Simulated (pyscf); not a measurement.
Optimised with ωB97X-D3(BJ)/def2-SVP in PySCF. Correlated levels are frozen-core, on RHF or UHF. ΔMP2 is the change of the MP2 total energy from the triple- to the quadruple-zeta basis.

Estimate by transition-state theory (the high-pressure limit) the rate constant of S=Ge: [singlet] + H₂S → S=GeH–SH (singlet surface; H–S broken, Ge–S, Ge–H formed) at 600 K, with CCSD(T)/def2-TZVPP + ΔMP2(QZVPP) energies (ideal gas, 1 atm, RRHO with modes under 100 cm⁻¹ raised to 100, one conformer, R ln 2 for rigid chiral ones; no tunnelling).

The electronic barrier is 44.2 kcal/mol and the thermal terms add +16.1, so ΔG‡ = 60.3 kcal/mol. With k_BT/h = 1.25e+13 s⁻¹ and RT = 1.192 kcal/mol, and a volume of 8.18e-20 cm³ per molecule at 1 atm, k = 1.1e-28 cm³ molecule⁻¹ s⁻¹. The product is born with the 50 kcal/mol of the reverse barrier and needs collisions to keep. Wigner's tunnelling factor for 1379i cm⁻¹ would be 1.46, likely too low at so high a frequency. A shift of 1 kcal/mol in the barrier changes k by a factor 2.3. On the reactant side the descent ends in a complex, 5.7 kcal/mol under the separated species and 48.8 kcal/mol under the saddle at ωB97X-D3(BJ)/def2-TZVP. The same reactants have a lower exit, to HS–Ge:–SH [singlet] (barrier +11.8 kcal/mol at ωB97M-D3(BJ), against +47.0 kcal/mol here). S=GeH–SH lies 14.0 kcal/mol over its isomer HS–Ge:–SH [singlet], and others may lie lower still (electronic energy, ωB97M-D3(BJ)). One saddle was located; it need not be the lowest between these sides. The CCSD(T) − MP2 part came from Ansatz, without density fitting, on the same reference. The frozen core leaves the outer d or s,p core shells of the metals and heavy elements correlated in the MP2 and CC values, and def2-TZVPP describes them poorly, which can shift differences by a few kcal/mol. Elements up to Kr have no core potential and no relativistic terms here.
